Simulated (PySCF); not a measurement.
# Highest orbital energy against ionisation energy along the third row

Calculated with PySCF 2.14, no spin-orbit coupling. Each cell gives −ε(HOMO) / ΔSCF in eV; NIST values include spin-orbit coupling, (s) semi-empirical, (t) theoretical.

| species | UHF | LDA | PBE | PBE0 | r2SCAN | NIST (lowest levels) |
| --- | --- | --- | --- | --- | --- | --- |
| Mg (aug-cc-pCVTZ-DK, spin-free X2C) | 6.896 / 6.616 | 4.780 / 7.730 | 4.704 / 7.622 | 5.432 / 7.551 | 4.821 / 7.382 | 7.646 |
| Al (aug-cc-pCVTZ-DK, spin-free X2C) | 5.921 / 5.589 | 3.006 / 6.017 | 3.082 / 6.061 | 3.894 / 6.079 | 3.334 / 6.151 | 5.986 |
| Si (aug-cc-pCVTZ-DK, spin-free X2C) | 8.188 / 7.628 | 4.569 / 8.225 | 4.596 / 8.188 | 5.618 / 8.208 | 4.906 / 8.309 | 8.152 |
| P (aug-cc-pCVTZ-DK, spin-free X2C) | 10.659 / 9.897 | 6.290 / 10.569 | 6.284 / 10.482 | 7.523 / 10.520 | 6.691 / 10.626 | 10.487 |
| S (aug-cc-pCVTZ-DK, spin-free X2C) | 10.313 / 9.223 | 6.161 / 10.556 | 6.147 / 10.421 | 7.409 / 10.393 | 6.406 / 10.364 | 10.360 |
| Cl (aug-cc-pCVTZ-DK, spin-free X2C) | 13.073 / 11.752 | 8.199 / 13.191 | 8.121 / 12.963 | 9.590 / 12.944 | 8.452 / 12.991 | 12.968 |
| Ar (aug-cc-pCVTZ-DK, spin-free X2C) | 16.073 / 14.539 | 10.396 / 15.980 | 10.274 / 15.695 | 11.968 / 15.703 | 10.721 / 15.751 | 15.760 |

How far is −ε(HOMO) from ΔSCF on average for each method, and why?

UHF 0.84 eV; LDA -4.12 eV; PBE -4.03 eV; PBE0 -2.85 eV; r2SCAN -3.75 eV. Hartree-Fock orbital energies lack relaxation and so exceed the ΔSCF value; semilocal functionals have convex E(N) from self-interaction, so their HOMO lies far too high; exact exchange moves hybrids part of the way back.
